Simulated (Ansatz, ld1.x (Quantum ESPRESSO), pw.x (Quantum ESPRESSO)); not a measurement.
Ir (Z = 77): does the PAW potential hold in the solid?

- Element: Ir (Z = 77)
- Generator: ld1.x (Quantum ESPRESSO) 7.5
- Type: PAW
- Functional: PBEsol
- Relativity: scalar-relativistic
- Frozen core: [Kr] 4d10 4f14
- Valence charge: 17
- Reference configuration: 5s2 5p6 5d7 6s2 6p0
- Partial waves: 5s (bound): rcut 1.50, rcutus 1.75 bohr; 6s (bound): rcut 1.50, rcutus 1.75 bohr; 5p (bound): rcut 1.50, rcutus 1.65 bohr; 6p (bound, empty): rcut 1.50, rcutus 1.65 bohr; 5d (bound): rcut 1.95, rcutus 2.05 bohr; 5d channel at 0.95 Ry: rcut 1.95, rcutus 2.05 bohr
- Local potential: all-electron potential smoothed inside 1.45 bohr (lloc = -2)
- Core correction: Bessel-smoothed model core, default radius (core density twice the valence density)
- Augmentation charge: BESSEL, radius 1.55 bohr

Crystal test: sc Ir in pw.x 7.5, no spin, 13³ k-points, Fermi–Dirac smearing 0.01 Ry, cutoffs 75/600 Ry. The reference is all-electron LAPW (Ansatz 0.2.0) with the same functional, mesh and smearing; V0 and B0 come from Birch–Murnaghan fits to the pressures at five volumes. Errors are pseudo minus all-electron; Δ is the rms difference of the E(V) curves that follow from these fits, minima aligned, over ±6 % about the mean V0. Mesh and smearing are coarse, so the numbers serve the comparison and aren't converged zero-temperature values; the lattice is a test structure that the element need not adopt.

```
V (Å³/atom)  P all-electron (GPa)  P pseudo (GPa)
     15.474                 19.42           17.46
     15.881                 10.47            8.72
     16.288                  2.75            1.18
     16.695                 -3.91           -5.32
     17.102                 -9.65          -10.93
```

All-electron: a0 = 2.543 Å (V0 = 16.45 Å³/atom), B0 = 272.9 GPa.

Pseudopotential: mean pressure error (GPa): -1.59; a0 (Å): 2.538; a0 error (%): -0.19; B0 error (%): +0.4; Δ (meV/atom): 5.5. Atomic configuration tests: 1 of 7 tests not solved or not reliable.

At the middle volume, how do free energy and pressure move when the wave cutoff is lowered (ecutrho held at 600 Ry)?

```csv
cutoff (Ry),shift of F (meV/atom),shift of P (GPa)
34,+224.6,-4.67
45,+45.9,-1.62
60,+7.2,-0.05
```

The run at the middle volume (84 k-points, 14 iterations) took about 47 s on one core of a shared host (Neoverse-V1, 32 threads, 247 GiB, load 22).
